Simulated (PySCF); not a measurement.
Planning a spin–spin coupling job on `CC(=O)C(N)=O` (pyruvamide).

Method: B3LYP/pcJ-1 indirect spin-spin coupling, non-relativistic, gas phase (PySCF 2.14.0, density-fitted response routines). Geometry: GFN2-xTB, NEB image 4 of 0 to 8. Work: spin–spin couplings from 9 perturbed nuclei, spin–dipole term for 1 of them, density fitting. A driver script takes a list of jobs; this job's settings line and coordinates (Å) are shown.

Command:
```bash
OMP_NUM_THREADS=1 python probes_run.py task.json out
```

Input:
```
{"job": {"kind": "j", "xc": "B3LYP", "basis": "pcJ-1"}, "charge": 0, "multiplicity": 1}
C     -1.366500    -0.682300     0.147400
C     -0.363000     0.255300     0.756400
O     -0.290900     0.518200     1.926700
C      0.581300     0.871600    -0.286000
N      1.663300     0.100200    -0.538900
O      0.344000     1.913000    -0.848000
H     -2.018200    -1.094500     0.913200
H     -0.844200    -1.485000    -0.370600
H     -1.954300    -0.140200    -0.590600
H      1.877500    -0.703700     0.024800
H      2.376400     0.450100    -1.160400
```

Hardware: Arm Neoverse V2, one thread, no GPU, shared host with 192 logical CPUs at a one-minute load of 51. PySCF's memory limit was set to 1200 MB.

**Question.** How large is the basis?

**Answer.** 212 functions for 46 electrons, with 751 fitting functions; the fitted three-index integrals, 751 × 212 × 213/2 numbers of 8 bytes, come to 130 MiB.

**Question.** Which is nearest to the wall time?
A. 19 min
B. 19 s
C. 2.3 s
D. 2.5 min

**Answer.** B. The run took 19 s. The SCF took 15 cycles.

**Question.** How much memory does it need at the peak?

**Answer.** About 0.84 GiB. Peak memory is the resident size of the whole Python process, interpreter and libraries included.

**Question.** At this speed, how long would 20000 such jobs take on 32 cores, one job a core?

**Answer.** 20000/32 gives 625 rounds of 19 s, about 3.3 h of wall time and 110 core-hours, if the jobs don't slow each other.

The SCF part of the output:
```
coarse grid: 9592 points
cycle   1  E = -322.2068213749  dE =  1.055e+00  |g| = 1.203e+00  |ddm| = 2.784e+00
cycle   2  E = -320.9467832851  dE =  1.260e+00  |g| = 2.831e+00  |ddm| = 3.471e+00
cycle   3  E = -322.4667696554  dE = -1.520e+00  |g| = 2.631e-01  |ddm| = 2.719e+00
cycle   4  E = -322.4768829210  dE = -1.011e-02  |g| = 1.622e-01  |ddm| = 2.682e-01
cycle   5  E = -322.4810491057  dE = -4.166e-03  |g| = 6.615e-02  |ddm| = 1.251e-01
cycle   6  E = -322.4818763996  dE = -8.273e-04  |g| = 1.435e-02  |ddm| = 5.263e-02
cycle   7  E = -322.4819098117  dE = -3.341e-05  |g| = 4.892e-03  |ddm| = 1.141e-02
cycle   8  E = -322.4819145258  dE = -4.714e-06  |g| = 8.501e-04  |ddm| = 4.091e-03
final grid: 93896 points
cycle   9  E = -322.5470296585  dE = -1.311e-04  |g| = 8.107e-03  |ddm| = 1.471e-02
cycle  10  E = -322.5469949797  dE =  3.468e-05  |g| = 1.564e-02  |ddm| = 1.382e-02
cycle  11  E = -322.5470402054  dE = -4.523e-05  |g| = 2.222e-03  |ddm| = 1.102e-02
cycle  12  E = -322.5470410441  dE = -8.388e-07  |g| = 6.069e-04  |ddm| = 1.732e-03
cycle  13  E = -322.5470411122  dE = -6.806e-08  |g| = 1.684e-04  |ddm| = 4.214e-04
cycle  14  E = -322.5470411178  dE = -5.610e-09  |g| = 2.975e-05  |ddm| = 1.338e-04
cycle  15  E = -322.5470411179  dE = -8.356e-11  |g| = 2.201e-05  |ddm| = 3.601e-05
converged SCF energy = -322.5470411179
```

On the final grid dE counts from the start density on that grid.

Other jobs ran on the host; a repeat could differ by tens of per cent or more.
